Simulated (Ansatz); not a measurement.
Members of the series CXY, Y = methyl; each row names its spin state. All species are isolated molecules in the gas phase. One relaxed conformer stands for each flexible species; it need not be the lowest. Strings in code marks are SMILES.

Quantity: adiabatic spin-state energy, in kcal/mol. The DFT solution of `C[C]C` and `C[C]Cl` is unstable or spin-contaminated; the geometry comes from it. HF references are unrestricted for open shells and restricted for singlets. The restricted reference of `C[C]C`, `C[C]Cl`, `B[C]C` and `C[C]S` is unstable towards unrestricted orbitals.

Level 1: frozen-core CCSD(T)/cc-pVDZ // B3LYP-D3(BJ)/def2-TZVP (Ansatz, an electronic-structure program)
Level 2: BLYP/cc-pVTZ // B3LYP-D3(BJ)/def2-TZVP (Ansatz)
Level 3: PBE0/cc-pVTZ // B3LYP-D3(BJ)/def2-TZVP (Ansatz)
Level 4: r2SCAN/cc-pVTZ // B3LYP-D3(BJ)/def2-TZVP (Ansatz)

```
species                                        level 1  level 2  level 3  level 4
---------------------------------------------  -------  -------  -------  -------
`C[C]C`: multiplicity 3 minus multiplicity 1     -1.65     1.73    -4.12      ___
`C[C]N`: multiplicity 3 minus multiplicity 1      36.3      ___      ___     29.5
`B[C]C`: multiplicity 3 minus multiplicity 1      11.1     18.7     12.5      ___
`C[C]Cl`: multiplicity 3 minus multiplicity 1     7.54     10.1      ___     0.92
`C[C]S`: multiplicity 3 minus multiplicity 1      17.3     20.3     14.6     12.6
```

Task: Some entries are withheld; supply them.

Result: 
- `C[C]C`: multiplicity 3 minus multiplicity 1, level 4: -7.31
- `C[C]N`: multiplicity 3 minus multiplicity 1, level 2: 36.9
- `C[C]N`: multiplicity 3 minus multiplicity 1, level 3: 32.5
- `B[C]C`: multiplicity 3 minus multiplicity 1, level 4: 11.6
- `C[C]Cl`: multiplicity 3 minus multiplicity 1, level 3: 3.73
